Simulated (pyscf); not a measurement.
Thermochemistry of product channels of `[Cl][GaH2]` + `[CH3]` [doublet] on the doublet surface, in kcal/mol, from ωB97M-D3(BJ)/def2-TZVP energies (ideal gas, 1 atm, RRHO with modes under 100 cm⁻¹ raised to 100, one conformer, R ln 2 for chiral ones without a mode under 150 cm⁻¹). Optimised with ωB97X-D3(BJ)/def2-SVP in PySCF.

```json
[
 {"products": "`[Cl][GaH]` [doublet] + `[CH4]`", "ΔE": "-30.3", "ΔH(298 K)": "-26.3", "ΔG(298 K)": "-26.1", "ΔG(900 K)": "-24.5"},
 {"products": "`[CH3][GaH][Cl]` + `[H]` [doublet]", "ΔE": "+3.5", "ΔH(298 K)": "+3.4", "ΔG(298 K)": "+5.2", "ΔG(900 K)": "+7.8"},
 {"products": "`[ClH]` + `[CH3][GaH]` [doublet]", "ΔE": "+7.4", "ΔH(298 K)": "+9.4", "ΔG(298 K)": "+8.7", "ΔG(900 K)": "+7.5"},
 {"products": "`[CH3][Ga][Cl]` [doublet] + `[H][H]`", "ΔE": "-23.0", "ΔH(298 K)": "-21.2", "ΔG(298 K)": "-20.3", "ΔG(900 K)": "-19.3"},
 {"products": "`[Cl]` [doublet] + `[GaH3]` + `[CH2]` [triplet]", "ΔE": "+141.1", "ΔH(298 K)": "+137.0", "ΔG(298 K)": "+128.9", "ΔG(900 K)": "+112.2"}
]
```

These are energies of the channels, which say nothing of barriers. Left out: orbital degeneracy and the spin-orbit lowering of Cl. Elements up to Kr have no core potential and no relativistic terms here.
